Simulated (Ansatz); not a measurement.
System: fcc Ca. Method: PBE0-D3(BJ) (Ansatz, a first-principles code, plane waves, PAW).

Run with plane-wave cutoff 460 eV, 10×10×10 k mesh, Fermi–Dirac smearing 0.05 eV, scalar-relativistic PAW data made under PBE.

Equation-of-state points:

```json
[
 {"V (Å³/atom)": "39.212", "E − E_lowest (meV/atom)": "6.44", "P (GPa)": "1.086"},
 {"V (Å³/atom)": "40.243", "E − E_lowest (meV/atom)": "1.33", "P (GPa)": "0.512"},
 {"V (Å³/atom)": "40.834", "E − E_lowest (meV/atom)": "0.00", "P (GPa)": "0.211"},
 {"V (Å³/atom)": "42.307", "E − E_lowest (meV/atom)": "1.22", "P (GPa)": "-0.459"},
 {"V (Å³/atom)": "43.339", "E − E_lowest (meV/atom)": "5.52", "P (GPa)": "-0.868"}
]
```

Task: Estimate the bulk modulus and its pressure derivative from these points.

Result: V0 = 41.273 Å³/atom, B0 = 19.4 GPa, B′ = 3.5 (fit to the energies at full precision).

Measured, for comparison: bulk modulus 18.6 GPa (corrected for temperature and zero-point phonon effects, our sources range from 15.9 to 18.7; as tabulated in Levämäki et al. (2014), arXiv:1402.3671); equilibrium volume per atom 42.81 Å³/atom (low-temperature or extrapolated to 0 K; zero-point anharmonic expansion removed; as tabulated in Csonka et al. (2009), arXiv:0903.4037). Computed (rounded) less measured: bulk modulus not scored (sources differ), equilibrium volume per atom -3.6 %.

Static lattice: no zero-point or thermal effects.

It cost roughly 7 core-minutes of CPU time.
